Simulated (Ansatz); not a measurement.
hcp Cd, treated with HSE06 in Ansatz (PAW).

Numerical settings: plane-wave cutoff 520 eV, 12×12×6 k mesh (along the axes of the cell as run), Fermi–Dirac smearing 0.05 eV, scalar-relativistic PAW data made under PBE.

Starting structure:

```
CELL_PARAMETERS angstrom
      2.98000     0.00000     0.00000
     -1.49000     2.58076     0.00000
      0.00000     0.00000     5.62000
ATOMIC_POSITIONS crystal
  Cd 0.66667 0.33333 0.75000
  Cd 0.33333 0.66667 0.25000
```

Question: Into what structure does the relaxation of cell and atoms lead at this level, with the symmetry of the start kept?

Answer: The volume grows by 4.6 %; final space group P6_3/mmc.
```
CELL_PARAMETERS angstrom
      2.97690     0.00000     0.00000
     -1.48845     2.57807     0.00000
      0.00000     0.00000     5.88810
ATOMIC_POSITIONS crystal
  Cd 0.66667 0.33333 0.75000
  Cd 0.33333 0.66667 0.25000
```

Note: the run warned that the count of filled bands differs between k points.

Ansatz is a program for electronic structure.
